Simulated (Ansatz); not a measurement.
This geometry of FH3Si (5 atoms, charge 0, multiplicity 1) is a first-order saddle point.

Theory: Ansatz, RKS r2SCAN-D4/def2-SVP.

```xyz
5
Properties=species:S:1:pos:R:3
Si 0.256 0.014 -0.452
H 0.581 -0.237 1.187
H 1.500 0.104 0.413
F -0.643 1.376 -0.357
H -0.549 -1.151 0.019
```

**Question.** Which two structures does it join? (They come from a converged band through this point; their orientation in space is the band's.)

**Answer.** Bonds broken: Si1–H2, Si1–H3. Bonds formed: H2–H3. FH3Si becomes FHSi + H2.

Image 0:

```xyz
5
Properties=species:S:1:pos:R:3
Si 0.248 -0.012 0.176
H 0.237 0.007 1.664
H 1.647 0.007 -0.331
F -0.517 1.316 -0.366
H -0.469 -1.213 -0.332
```

Image 8:

```xyz
5
Properties=species:S:1:pos:R:3
Si 0.166 -0.021 -0.775
H 0.851 -0.248 1.166
H 1.424 0.080 0.719
F -0.680 1.333 -0.384
H -0.614 -1.038 0.085
```

**Question.** How far does it lie above each of them?

**Answer.** 2.78 eV above the first and 0.48 eV above the second. This is the barrier of this one path; another mechanism may lie lower. The orbitals stay closed-shell, which can raise the energy where a bond breaks towards radicals; this wasn't checked here.

Time of the run: 99 s on 1 thread of Arm Neoverse V1, with other jobs on the host, peak memory 0.1 GiB.
